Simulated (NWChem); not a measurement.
The numbers come from NWChem runs, not from measurements. System: disilane (H6Si2), charge 0, spin multiplicity 1, at a geometry optimised with B3LYP/def2-SVP. Level: M06-2X/def2-TZVP.

The NWChem input:

```
start mol
memory heap 200 mb stack 900 mb global 1100 mb
geometry units angstroms nocenter noautoz
  Si     1.176974     0.052134     0.000000
  Si    -1.176974    -0.052134     0.000000
  H      1.662817     0.774669     1.212973
  H      1.662817     0.774669    -1.212973
  H      1.755857    -1.324188     0.000000
  H     -1.662817    -0.774669     1.212973
  H     -1.662817    -0.774669    -1.212973
  H     -1.755857     1.324188     0.000000
  symmetry group C2h
end
basis spherical
  * library def2-tzvp
end
dft
  xc m06-2x
  semidirect memsize 60000000 filesize 0
  iterations 100
  grid fine
end
task dft energy
```

Output (cleaned and shortened):

```
             Northwest Computational Chemistry Package (NWChem) 7.3.0
             --------------------------------------------------------

                                NWChem Input Module
                                -------------------

 Scaling coordinates for geometry "geometry" by  1.889725989
 (inverse scale =  0.529177249)

 Turning off AUTOSYM since
 SYMMETRY directive was detected!

                             Geometry "geometry" -> ""
                             -------------------------

 Output coordinates in angstroms (scale by  1.889725989 to convert to a.u.)

  No.       Tag          Charge          X              Y              Z
 ---- ---------------- ---------- -------------- -------------- --------------
    1 Si                  14.0000     1.17697400     0.05213400     0.00000000
    2 Si                  14.0000    -1.17697400    -0.05213400     0.00000000
    3 H                    1.0000     1.66281700     0.77466900     1.21297300
    4 H                    1.0000     1.66281700     0.77466900    -1.21297300
    5 H                    1.0000     1.75585700    -1.32418800     0.00000000
    6 H                    1.0000    -1.66281700    -0.77466900     1.21297300
    7 H                    1.0000    -1.66281700    -0.77466900    -1.21297300
    8 H                    1.0000    -1.75585700     1.32418800     0.00000000

 Effective nuclear repulsion energy (a.u.)      90.2290530867

            Nuclear Dipole moment (a.u.)
            ----------------------------
        X                 Y               Z
 ---------------- ---------------- ----------------
    -0.0000000000     0.0000000000     0.0000000000

      Symmetry information
      --------------------

 Group name             C2h
 Group number             21
 Group order               4
 No. of unique centers     3

      Symmetry unique atoms

     1    3    5


 Summary of "ao basis" -> "" (spherical)
 ------------------------------------------------------------------------------
       Tag                 Description            Shells   Functions and Types
 ---------------- ------------------------------  ------  ---------------------
 *                         def2-tzvp                  on all atoms

                                 NWChem DFT Module
                                 -----------------

 Summary of "ao basis" -> "ao basis" (spherical)
 ------------------------------------------------------------------------------
       Tag                 Description            Shells   Functions and Types
 ---------------- ------------------------------  ------  ---------------------
 Si                        def2-tzvp                13       37   5s5p2d1f
 H                         def2-tzvp                 4        6   3s1p

 Summary of "ao basis" -> "ao basis" (spherical)
 ------------------------------------------------------------------------------
       Tag                 Description            Shells   Functions and Types
 ---------------- ------------------------------  ------  ---------------------
 Si                        def2-tzvp                13       37   5s5p2d1f
 H                         def2-tzvp                 4        6   3s1p

      Symmetry analysis of basis
      --------------------------

        ag         36
        au         19
        bg         19
        bu         36

            General Information
            -------------------
          SCF calculation type: DFT
          Wavefunction type:  closed shell.
[...]
 d= 0,ls=0.0,diis     2   -582.5299235779 -2.26D-02  1.27D-03  9.46D-03     2.7
 d= 0,ls=0.0,diis     3   -582.5300861365 -1.63D-04  3.85D-04  3.35D-03     3.2
 d= 0,ls=0.0,diis     4   -582.5306454573 -5.59D-04  1.36D-04  5.23D-05     3.7
 d= 0,ls=0.0,diis     5   -582.5306605645 -1.51D-05  2.67D-05  2.50D-06     4.2
 d= 0,ls=0.0,diis     6   -582.5306611910 -6.26D-07  5.07D-06  7.87D-08     4.7

         Total DFT energy =     -582.530661190973
      One electron energy =     -985.800443585238
           Coulomb energy =      357.025148659650
    Exchange-Corr. energy =      -43.984419352133
 Nuclear repulsion energy =       90.229053086749

 Numeric. integr. density =       33.999999597398

     Total iterative time =      4.1s

                  Occupations of the irreducible representations
                  ----------------------------------------------

                     irrep           alpha         beta
                     --------     --------     --------
                     ag                7.0          7.0
                     au                2.0          2.0
                     bg                2.0          2.0
                     bu                6.0          6.0

                       DFT Final Molecular Orbital Analysis
                       ------------------------------------

 Vector   15  Occ=2.000000D+00  E=-3.948510D-01  Symmetry=ag
              MO Center= -2.9D-15,  3.4D-15, -1.6D-15, r^2= 4.8D+00
   Bfn.  Coefficient  Atom+Function         Bfn.  Coefficient  Atom+Function
  ----- ------------  ---------------      ----- ------------  ---------------
    16      0.216863  1 Si py                53     -0.216863  2 Si py
    88     -0.187893  5 H  s                106     -0.187893  8 H  s
    89     -0.124041  5 H  s                107     -0.124041  8 H  s
    87     -0.119248  5 H  s                105     -0.119248  8 H  s
    76      0.093948  3 H  s                 82      0.093948  4 H  s

 Vector   16  Occ=2.000000D+00  E=-3.948493D-01  Symmetry=bg
              MO Center= -3.4D-15, -3.6D-15, -1.2D-15, r^2= 4.8D+00
   Bfn.  Coefficient  Atom+Function         Bfn.  Coefficient  Atom+Function
  ----- ------------  ---------------      ----- ------------  ---------------
    17      0.217083  1 Si pz                54     -0.217083  2 Si pz
    76      0.162722  3 H  s                 82     -0.162722  4 H  s
    94     -0.162722  6 H  s                100      0.162722  7 H  s
    77      0.107423  3 H  s                 83     -0.107423  4 H  s
    95     -0.107423  6 H  s                101      0.107423  7 H  s

 Vector   17  Occ=2.000000D+00  E=-3.423337D-01  Symmetry=ag
              MO Center=  3.2D-16,  1.3D-16, -1.7D-16, r^2= 3.1D+00
   Bfn.  Coefficient  Atom+Function         Bfn.  Coefficient  Atom+Function
  ----- ------------  ---------------      ----- ------------  ---------------
    15      0.321148  1 Si px                52     -0.321148  2 Si px
    18      0.120878  1 Si px                55     -0.120878  2 Si px
     6     -0.119531  1 Si px                43      0.119531  2 Si px
    12      0.116469  1 Si px                49     -0.116469  2 Si px
     5     -0.082109  1 Si s                 42     -0.082109  2 Si s

 Vector   18  Occ=0.000000D+00  E= 4.302377D-02  Symmetry=bu
              MO Center= -4.7D-14, -5.0D-14,  1.3D-14, r^2= 4.7D+00
   Bfn.  Coefficient  Atom+Function         Bfn.  Coefficient  Atom+Function
  ----- ------------  ---------------      ----- ------------  ---------------
    19      0.745966  1 Si py                56      0.745966  2 Si py
    89      0.747249  5 H  s                107     -0.747249  8 H  s
    77     -0.373160  3 H  s                 83     -0.373160  4 H  s
    95      0.373160  6 H  s                101      0.373160  7 H  s
    16      0.143633  1 Si py                53      0.143633  2 Si py

 Vector   19  Occ=0.000000D+00  E= 4.302855D-02  Symmetry=au
              MO Center= -5.7D-14,  4.8D-14,  6.3D-15, r^2= 4.7D+00
   Bfn.  Coefficient  Atom+Function         Bfn.  Coefficient  Atom+Function
  ----- ------------  ---------------      ----- ------------  ---------------
    20      0.746408  1 Si pz                57      0.746408  2 Si pz
    77     -0.646891  3 H  s                 83      0.646891  4 H  s
    95     -0.646891  6 H  s                101      0.646891  7 H  s
    17      0.143722  1 Si pz                54      0.143722  2 Si pz
    29      0.116347  1 Si d  1              66     -0.116347  2 Si d  1

 Vector   20  Occ=0.000000D+00  E= 4.462882D-02  Symmetry=bu
              MO Center=  5.2D-15,  4.9D-17,  1.6D-16, r^2= 9.0D+00
   Bfn.  Coefficient  Atom+Function         Bfn.  Coefficient  Atom+Function
  ----- ------------  ---------------      ----- ------------  ---------------
     5      1.921593  1 Si s                 42     -1.921593  2 Si s
    18     -1.521717  1 Si px                55     -1.521717  2 Si px
    15     -0.346040  1 Si px                52     -0.346040  2 Si px
     3     -0.149428  1 Si s                 40      0.149428  2 Si s
    30      0.130703  1 Si d  2              67     -0.130703  2 Si d  2

 center of mass
 --------------
 x =   0.00000000 y =   0.00000000 z =   0.00000000

 moments of inertia (a.u.)
 ------------------
          42.984783776850         -14.068713895482           0.000000000000
         -14.068713895482         359.974167251413           0.000000000000
           0.000000000000           0.000000000000         360.597087822351

     Multipole analysis of the density
     ---------------------------------

     L   x y z        total         alpha         beta         nuclear
     -   - - -        -----         -----         ----         -------
     0   0 0 0     -0.000000    -17.000000    -17.000000     34.000000

     1   1 0 0     -0.000000     -0.000000     -0.000000     -0.000000
     1   0 1 0     -0.000000     -0.000000     -0.000000      0.000000
     1   0 0 1      0.000000      0.000000      0.000000      0.000000

     2   2 0 0    -23.948171   -111.987826   -111.987826    200.027480
     2   1 1 0     -0.031057     -3.980216     -3.980216      7.929376
     2   1 0 1      0.000000      0.000000      0.000000      0.000000
     2   0 2 0    -23.249876    -22.308667    -22.308667     21.367459
     2   0 1 1      0.000000      0.000000      0.000000      0.000000
     2   0 0 2    -23.248549    -22.132513    -22.132513     21.016478

 Task  times  cpu:        4.7s     wall:        4.7s

 Total times  cpu:        4.7s     wall:        4.7s
```
